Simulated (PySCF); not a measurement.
# C₄H₃FO: electronic excitations and core binding energies

What electronic excitations and core binding energies should C₄H₃FO (`O=C=C/C=C\F`) show?

Programs: PySCF 2.14.0, with density-fitted response routines of our own. Each step states its level of theory. These are calculated values for one molecule in the gas phase, unless marked as measured. Atoms are numbered from 0 throughout.

### Step 1. The molecule as given

9 atoms, charge 0, multiplicity 1; geometry from: GFN2-xTB.

Bonds of the start (Å): O0–C1 1.16, C1–C2 1.30, C2–C3 1.45, C3–C4 1.33, C4–F5 1.35, C2–H6 1.08, C3–H7 1.08, C4–H8 1.08.

### Step 2. TDDFT and polarisability: B3LYP/def2-SVPD

What the job is given:

```
{"job": {"kind": "uv", "xc": "B3LYP", "basis": "def2-SVPD", "nstates": 8, "ntriplets": 3}, "charge": 0, "multiplicity": 1}
O      3.110193     0.200647    -0.532527
C      2.026185     0.073033    -0.139050
C      0.819117    -0.076608     0.323053
C     -0.390031     0.119047    -0.445987
C     -1.612369    -0.041601     0.050305
F     -1.820340    -0.405731     1.331250
H      0.706576    -0.368155     1.357279
H     -0.291351     0.410972    -1.478816
H     -2.534418     0.094391    -0.490687
```

With the program's defaults for keys left out, this is: TDDFT B3LYP/def2-SVPD, vertical, gas phase, core orbitals frozen in the response.

Run with:

```bash
> OMP_NUM_THREADS=1 python probes_run.py task.json out
```

One launch serves the whole session: the jobs run in the order shown.

Log:

```text
coarse grid: 8376 points
cycle   1  E = -328.8460805442  dE =  9.812e-01  |g| = 7.310e-01  |ddm| = 5.621e+00
cycle   2  E = -328.5239430743  dE =  3.221e-01  |g| = 1.509e+00  |ddm| = 2.093e+00
cycle   3  E = -328.9341504124  dE = -4.102e-01  |g| = 2.544e-01  |ddm| = 1.312e+00
cycle   4  E = -328.9482856759  dE = -1.414e-02  |g| = 7.611e-02  |ddm| = 3.675e-01
cycle   5  E = -328.9495880424  dE = -1.302e-03  |g| = 1.334e-02  |ddm| = 1.224e-01
cycle   6  E = -328.9496282255  dE = -4.018e-05  |g| = 4.981e-03  |ddm| = 2.611e-02
cycle   7  E = -328.9496325215  dE = -4.296e-06  |g| = 2.042e-03  |ddm| = 8.193e-03
final grid: 83760 points
cycle   8  E = -329.0123353858  dE = -2.258e-05  |g| = 6.027e-03  |ddm| = 9.397e-02
cycle   9  E = -329.0123059114  dE =  2.947e-05  |g| = 1.328e-02  |ddm| = 1.870e-02
cycle  10  E = -329.0123429412  dE = -3.703e-05  |g| = 1.193e-03  |ddm| = 1.261e-02
cycle  11  E = -329.0123432344  dE = -2.932e-07  |g| = 3.178e-04  |ddm| = 1.756e-03
cycle  12  E = -329.0123432576  dE = -2.315e-08  |g| = 1.020e-04  |ddm| = 5.651e-04
cycle  13  E = -329.0123432602  dE = -2.636e-09  |g| = 4.111e-05  |ddm| = 2.003e-04
cycle  14  E = -329.0123432605  dE = -2.951e-10  |g| = 1.076e-05  |ddm| = 5.552e-05
converged SCF energy = -329.0123432605

Static polarisability (au): isotropic 56.144, principal 33.733 42.203 92.496

Singlet excitations
state   eV       nm        f      main configurations
  1   3.2066    386.7   0.00008   H->L 0.98
  2   5.4851    226.0   0.00000   H->L+2 0.99
  3   5.8872    210.6   0.53825   H->L+1 0.92
  4   6.1260    202.4   0.00006   H-1->L 0.96
  5   6.2304    199.0   0.01733   H->L+3 0.97
  6   6.5136    190.3   0.00097   H->L+4 0.98
  7   7.2898    170.1   0.01627   H->L+5 0.79, H-1->L+1 0.17
  8   7.3847    167.9   0.00001   H->L+6 0.95

Triplet excitations (Tamm-Dancoff, eV): 2.9048 3.5984 5.3486
```

Run time: 9.7 s. Hardware: 1 thread of AMD EPYC 7R43, shared host; peak memory 0.6 GiB.

The orbitals next to the gap, with their largest atomic shares:

```tsv
orbital	eV	atoms
HOMO−3	-11.23	C3 24 %, C2 20 %, O0 14 %
HOMO−2	-10.66	F5 49 %, C4 18 %, H8 12 %
HOMO−1	-9.03	C3 30 %, C2 24 %, C4 13 %
HOMO	-6.27	C4 22 %, C2 22 %, C3 16 %
LUMO	-1.62	C1 40 %, O0 33 %, C2 14 %
LUMO+1	-0.49	C4 29 %, C3 22 %, C1 16 %
LUMO+2	0.21	C1 34 %, O0 13 %, C3 12 %
```

With each of the 8 states as a Gaussian band of 0.4 eV half-width at 1/e, the curve within the window shown has maxima at 210 nm (ε 22,000), 170 nm (ε 660) L/(mol cm). Beyond the last state computed it falls off for lack of states. The curve at chosen wavelengths:

```csv
nm,ε (L/mol/cm)
161,249
174,552
186,871
199,11644
211,22047
224,9703
236,1671
249,117
261,6
274,0
287,0
299,0
312,0
324,0
337,1
349,2
362,2
375,3
387,3
400,3
412,3
425,2
437,1
450,1
462,1
475,0
```

Further results of this job:

```tsv
property	computed
dipole moment (D)	1.05
polarisability (Å³)	8.32
HOMO–LUMO gap (eV)	4.65
−ε(HOMO) (eV)	6.27
```

### Step 3. Core holes by ΔSCF: SCAN, X2C

Same as in step 2 but for these lines:

```diff
@@ -1,2 +1,2 @@
-{"job": {"kind": "uv", "xc": "B3LYP", "basis": "def2-SVPD", "nstates": 8, "ntriplets": 3}, "charge": 0, "multiplicity": 1}
+{"job": {"kind": "xps"}, "charge": 0, "multiplicity": 1}
 O      3.110193     0.200647    -0.532527
```

With the program's defaults for keys left out, this is: delta-SCF UKS SCAN, pcX-2 on the ionised atom, pcseg-1 elsewhere, spin-free X2C.

Log:

```text
ground state, core basis on atom 0 (O), 130 functions
  cycle   1  E = -329.17950513  |g| = 7.66e-01
  cycle   2  E = -328.74534848  |g| = 1.70e+00
  cycle   3  E = -329.24978717  |g| = 3.87e-01
  cycle   4  E = -329.28377231  |g| = 1.07e-01
  cycle   5  E = -329.28641234  |g| = 2.71e-02
  cycle   6  E = -329.28658052  |g| = 1.07e-02
  cycle   7  E = -329.28659663  |g| = 7.12e-03
  cycle   8  E = -329.28660656  |g| = 1.49e-03
  cycle   9  E = -329.28660854  |g| = 9.54e-04
  cycle  10  E = -329.28660835  |g| = 9.13e-05
  E(ground) = -329.29034947 Eh
hole in O 1s of atom 0
  cycle   1  E = -308.60496893  |g| = 2.22e+00
  cycle   2  E = -306.63936034  |g| = 2.56e+00
  cycle   3  E = -308.42929286  |g| = 1.20e+00
  cycle   4  E = -309.17072419  |g| = 6.54e-01
  cycle   5  E = -309.39037346  |g| = 2.79e-01
  cycle   6  E = -309.43114775  |g| = 1.62e-01
  cycle   7  E = -309.44367941  |g| = 4.96e-02
  cycle   8  E = -309.44474048  |g| = 3.14e-02
  cycle   9  E = -309.44513338  |g| = 1.05e-02
  cycle  10  E = -309.44519540  |g| = 3.49e-03
  cycle  11  E = -309.44521764  |g| = 1.98e-03
  cycle  12  E = -309.44523259  |g| = 1.46e-03
  cycle  13  E = -309.44524243  |g| = 1.06e-03
  cycle  14  E = -309.44524796  |g| = 7.44e-04
  cycle  15  E = -309.44525011  |g| = 3.14e-04
  E(ion) = -309.45055685 Eh   <S^2> = 0.7683   hole on atom = 1.000   binding energy = 539.868 eV
ground state, core basis on atom 1 (C), 130 functions
  cycle   1  E = -329.26212783  |g| = 9.98e-02
  cycle   2  E = -329.25365941  |g| = 2.19e-01
  cycle   3  E = -329.26323382  |g| = 2.81e-02
  cycle   4  E = -329.26338526  |g| = 1.01e-02
  cycle   5  E = -329.26341303  |g| = 1.38e-03
  cycle   6  E = -329.26341383  |g| = 3.23e-04
  E(ground) = -329.27152826 Eh
hole in C 1s of atom 1
  cycle   1  E = -317.88903113  |g| = 1.50e+00
  cycle   2  E = -313.20998052  |g| = 2.86e+00
  cycle   3  E = -316.78075865  |g| = 1.66e+00
  cycle   4  E = -318.19767020  |g| = 7.87e-01
  cycle   5  E = -318.26136676  |g| = 6.57e-01
  cycle   6  E = -318.44322102  |g| = 1.65e-01
  cycle   7  E = -318.45465788  |g| = 7.38e-02
  cycle   8  E = -318.45706618  |g| = 3.52e-02
  cycle   9  E = -318.45787645  |g| = 1.10e-02
  cycle  10  E = -318.45808461  |g| = 7.28e-03
  cycle  11  E = -318.45820621  |g| = 5.27e-03
  cycle  12  E = -318.45828755  |g| = 3.94e-03
  cycle  13  E = -318.45831956  |g| = 1.73e-03
  cycle  14  E = -318.45832685  |g| = 1.08e-03
  cycle  15  E = -318.45832958  |g| = 7.00e-04
  cycle  16  E = -318.45833180  |g| = 6.46e-04
  cycle  17  E = -318.45833311  |g| = 6.61e-04
  cycle  18  E = -318.45832860  |g| = 6.20e-04
  cycle  19  E = -318.45832521  |g| = 5.77e-04
  cycle  20  E = -318.45832397  |g| = 4.15e-04
  E(ion) = -318.46443766 Eh   <S^2> = 0.8735   hole on atom = 1.000   binding energy = 294.076 eV
ground state, core basis on atom 2 (C), 130 functions
  cycle   1  E = -329.25986520  |g| = 6.21e-02
  cycle   2  E = -329.25937123  |g| = 5.77e-02
  cycle   3  E = -329.25954092  |g| = 4.94e-02
  cycle   4  E = -329.25996880  |g| = 1.51e-02
  cycle   5  E = -329.26002422  |g| = 1.99e-03
  cycle   6  E = -329.26002650  |g| = 5.58e-04
  cycle   7  E = -329.26002407  |g| = 2.48e-04
  E(ground) = -329.26720842 Eh
hole in C 1s of atom 2
  cycle   1  E = -317.98825724  |g| = 1.52e+00
  cycle   2  E = -316.86003023  |g| = 2.11e+00
  cycle   3  E = -318.20425093  |g| = 9.08e-01
  cycle   4  E = -318.47344507  |g| = 4.63e-01
  cycle   5  E = -318.54857320  |g| = 1.24e-01
  cycle   6  E = -318.55350203  |g| = 6.10e-02
  cycle   7  E = -318.55516191  |g| = 1.91e-02
  cycle   8  E = -318.55534978  |g| = 7.72e-03
  cycle   9  E = -318.55538713  |g| = 2.95e-03
  cycle  10  E = -318.55539721  |g| = 1.50e-03
  cycle  11  E = -318.55540285  |g| = 1.11e-03
  cycle  12  E = -318.55540438  |g| = 6.87e-04
  cycle  13  E = -318.55540599  |g| = 3.81e-04
  E(ion) = -318.56230238 Eh   <S^2> = 0.7737   hole on atom = 1.000   binding energy = 291.295 eV
ground state, core basis on atom 3 (C), 130 functions
  cycle   1  E = -329.25818547  |g| = 5.90e-02
  cycle   2  E = -329.25779445  |g| = 4.35e-02
  cycle   3  E = -329.25764550  |g| = 4.93e-02
  cycle   4  E = -329.25827124  |g| = 1.14e-02
  cycle   5  E = -329.25829485  |g| = 2.45e-03
  cycle   6  E = -329.25829703  |g| = 2.97e-04
  E(ground) = -329.26528800 Eh
hole in C 1s of atom 3
  cycle   1  E = -317.98413398  |g| = 1.51e+00
  cycle   2  E = -317.03124703  |g| = 2.01e+00
  cycle   3  E = -318.36363190  |g| = 6.87e-01
  cycle   4  E = -318.44022127  |g| = 5.40e-01
  cycle   5  E = -318.53495668  |g| = 2.24e-01
  cycle   6  E = -318.55256063  |g| = 6.69e-02
  cycle   7  E = -318.55421134  |g| = 2.45e-02
  cycle   8  E = -318.55455100  |g| = 1.70e-02
  cycle   9  E = -318.55476850  |g| = 6.04e-03
  cycle  10  E = -318.55483950  |g| = 4.61e-03
  cycle  11  E = -318.55488721  |g| = 2.83e-03
  cycle  12  E = -318.55490522  |g| = 8.67e-04
  cycle  13  E = -318.55490642  |g| = 2.09e-04
  E(ion) = -318.56189234 Eh   <S^2> = 0.8201   hole on atom = 1.000   binding energy = 291.254 eV
ground state, core basis on atom 4 (C), 130 functions
  cycle   1  E = -329.26148439  |g| = 6.05e-02
  cycle   2  E = -329.26104676  |g| = 4.92e-02
  cycle   3  E = -329.26114269  |g| = 4.43e-02
  cycle   4  E = -329.26161444  |g| = 8.60e-03
  cycle   5  E = -329.26162987  |g| = 2.32e-03
  cycle   6  E = -329.26163001  |g| = 6.62e-04
  cycle   7  E = -329.26162952  |g| = 2.43e-04
  E(ground) = -329.26812374 Eh
hole in C 1s of atom 4
  cycle   1  E = -317.93579405  |g| = 1.51e+00
  cycle   2  E = -315.43278800  |g| = 2.53e+00
  cycle   3  E = -318.06435059  |g| = 9.17e-01
  cycle   4  E = -318.38501149  |g| = 5.72e-01
  cycle   5  E = -318.46390174  |g| = 3.40e-01
  cycle   6  E = -318.51106151  |g| = 1.35e-01
  cycle   7  E = -318.51728607  |g| = 4.37e-02
  cycle   8  E = -318.51803819  |g| = 1.36e-02
  cycle   9  E = -318.51812533  |g| = 6.59e-03
  cycle  10  E = -318.51815087  |g| = 2.11e-03
  cycle  11  E = -318.51815476  |g| = 1.09e-03
  cycle  12  E = -318.51815479  |g| = 4.90e-04
  E(ion) = -318.52524196 Eh   <S^2> = 0.7866   hole on atom = 1.000   binding energy = 292.329 eV
ground state, core basis on atom 5 (F), 130 functions
  cycle   1  E = -329.30138231  |g| = 1.20e-01
  cycle   2  E = -329.29986537  |g| = 9.31e-02
  cycle   3  E = -329.29992871  |g| = 8.74e-02
  cycle   4  E = -329.30171081  |g| = 1.18e-02
  cycle   5  E = -329.30174185  |g| = 1.73e-03
  cycle   6  E = -329.30174331  |g| = 9.81e-04
  cycle   7  E = -329.30174269  |g| = 2.12e-04
  E(ground) = -329.31014119 Eh
hole in F 1s of atom 5
  cycle   1  E = -302.93068672  |g| = 2.58e+00
  cycle   2  E = -301.10189841  |g| = 2.63e+00
  cycle   3  E = -300.16524930  |g| = 2.35e+00
  cycle   4  E = -303.74354084  |g| = 4.45e-01
  cycle   5  E = -303.71316177  |g| = 4.49e-01
  cycle   6  E = -303.82212546  |g| = 1.32e-01
  cycle   7  E = -303.82522181  |g| = 1.13e-01
  cycle   8  E = -303.83026533  |g| = 1.59e-02
  cycle   9  E = -303.83039324  |g| = 3.16e-03
  cycle  10  E = -303.83039788  |g| = 1.01e-03
  cycle  11  E = -303.83039844  |g| = 4.50e-04
  E(ion) = -303.84420618 Eh   <S^2> = 0.7571   hole on atom = 1.000   binding energy = 692.963 eV
```

Run time: 21 s. Hardware: 1 thread of AMD EPYC 7R43, shared host; peak memory 0.41 GiB.

The holes in one table. −ε is the ground-state orbital energy:

```tsv
hole	stands for	environment	ΔSCF (eV)	−ε (eV)	⟨S²⟩
O1s on O0	O0	carbonyl oxygen	539.87	518.7	0.768
C1s on C1	C1	central carbon of a ketene	294.08 (doubtful)	277.2	0.873
C1s on C2	C2	terminal carbon of a ketene	291.30	274.4	0.774
C1s on C3	C3	alkene CH	291.25	274.4	0.820
C1s on C4	C4	alkene CH	292.33	275.8	0.787
F1s on F5	F5	vinylic fluorine	692.96	667.2	0.757
```

Doubtful: the ion did not converge, its hole moved, or its ⟨S²⟩ is well above 0.75.

### Step 4. Summary of results

| quantity | value |
| --- | --- |
| lowest singlet (B3LYP/def2-SVPD) | 3.21 eV (387 nm), f = 0.000 |
| brightest single state of those computed | state 3, 5.89 eV, f = 0.538 |
| lowest triplet | 2.90 eV |
| C1s binding energies, SCAN/pcX-2 (standing for 3 of 4 atoms) | C4 292.33, C2 291.30, C3 291.25 eV |
| O1s binding energies, SCAN/pcX-2 | O0 539.87 eV |
| F1s binding energies, SCAN/pcX-2 | F5 692.96 eV |

In words: The first singlet state (HOMO→LUMO 0.98) lies at 3.21 eV and is dark; of the 8 states computed, the strongest absorption comes from state 3 at 5.89 eV. The lowest triplet lies 0.30 eV below the lowest singlet (triplets in Tamm-Dancoff, singlets in full TDDFT). The C1s levels kept as sound span 1.07 eV, from C3 (alkene CH) up to C4 (alkene CH). Only 3 of the 4 C atoms are covered by sound results.
